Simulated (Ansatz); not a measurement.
Stepwise reaction of `[CH3][Mg][CH3]` with hydrogen, as a gas-phase model of exchange steps in deposition or etching. ΔE in kJ/mol.

Isolated molecules relaxed with PBE0-D4/def2-TZVP in Ansatz; ΔE leaves out vibrations. CBS: MP2 limit from def2 TZ/QZ plus the TZ coupled-cluster correction, frozen cores. This one scheme is used for every species. DFT in def2-TZVPP. B3LYP here is the variant with VWN-RPA as its local correlation; programs differ in this. For Mg outer-core shells are correlated without core-valence functions, which leaves a few kJ/mol of doubt a bond.

```
step                                    reaction  PBE-D4  B3LYP-D4  ωB97M-V  CCSD(T)/CBS
   1  `[CH3][Mg][CH3]` + H₂ → `[CH3][MgH]` + CH₄   -38.2     -44.4    -42.5        -32.8
   2          `[CH3][MgH]` + H₂ → `[MgH2]` + CH₄   -37.4     -43.8    -41.7        -35.2
```

By hand: ΔE of the 2 steps together at CCSD(T)/CBS.

(-32.8) + (-35.2) = -68.0 kJ/mol, or -34.0 kJ/mol a step.

In ΔE the steps differ by no more than 2.4 kJ/mol. All are downhill at CCSD(T)/CBS. PBE-D4 differs from CCSD(T)/CBS by -5.4 to -2.2 kJ/mol a step. Isolated molecules leave out the surface, adducts and barriers. Largest T1 diagnostic: 0.008.
